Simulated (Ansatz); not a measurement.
The first iterations of a band of CH4SSi (7 atoms, charge 0, multiplicity 1).

Theory: RKS PBE-D4/def2-SVPD in Ansatz 0.2.0.

```yaml
movable_images: 9
climbing_image: yes
spring: 5.0 eV/Å²
optimiser: quadratic models (default)
start_path: IDPP
force_threshold: 0.05 eV/Å
iteration_limit: 60
end_points: relaxed
```

Initial state:

```xyz
7
Properties=species:S:1:pos:R:3
C -0.834 0.629 -0.269
Si 0.572 0.273 0.995
S 1.313 -1.499 -0.014
H -1.164 -0.213 -0.908
H -0.466 1.438 -0.940
H -1.715 1.053 0.256
H 2.354 -1.749 0.833
```

Final state:

```xyz
7
Properties=species:S:1:pos:R:3
C -0.768 0.401 -0.163
Si 0.088 -0.022 1.509
S 1.879 -1.000 0.750
H -0.944 -0.513 -0.768
H -0.131 1.079 -0.771
H -1.744 0.900 -0.001
H 1.682 -0.913 -0.602
```

| iteration | highest image above the first end (eV) | largest band force component (eV/Å) |
| --- | --- | --- |
| 1 | 0.846 | 1.618 |
| 2 | 0.698 | 0.612 |
| 3 | 0.655 | 0.213 |
| 4 | 0.676 | 0.213 |

**Question.** Does the band converge within its limit, and where does its top end?

**Answer.** It converged. It ended after 12 iterations with the highest image 0.670 eV above the first end. A vibrational analysis at the climbing image gives one clearly imaginary mode, 521i cm⁻¹: a first-order saddle point.

Time of the run: 2.2 min on 2 threads of AMD EPYC 7R43 64-Core Processor (Zen 3) (shared host), peak memory 0.15 GiB.
